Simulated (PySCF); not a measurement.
B3LYP has the VWN-RPA correlation part, as in Gaussian. 

Cartesian coordinates (Å):
SMILES: CC(N)=O
```xyz
9

C     -1.0958    -0.1350    -0.0993
C      0.2347     0.2018     0.5456
N      1.3220     0.0356    -0.2620
O      0.3357     0.5893     1.6926
H     -1.1138    -1.1766    -0.4268
H     -1.2712     0.4951    -0.9738
H     -1.8878     0.0278     0.6258
H      2.2334     0.2442     0.1087
H      1.2428    -0.2823    -1.2107
```
Charge 0, multiplicity 1.

**Question.** What is the computed HOMO, dipole moment, LUMO, total energy and HOMO–LUMO gap (B3LYP-D3(BJ)/def2-TZVP in PySCF)?

**Answer.** 
```
Item                 Result
-------------  ------------
HOMO               -7.07 eV
dipole moment        3.92 D
LUMO                0.42 eV
total energy   -209.3181 Ha
HOMO–LUMO gap       7.49 eV
```
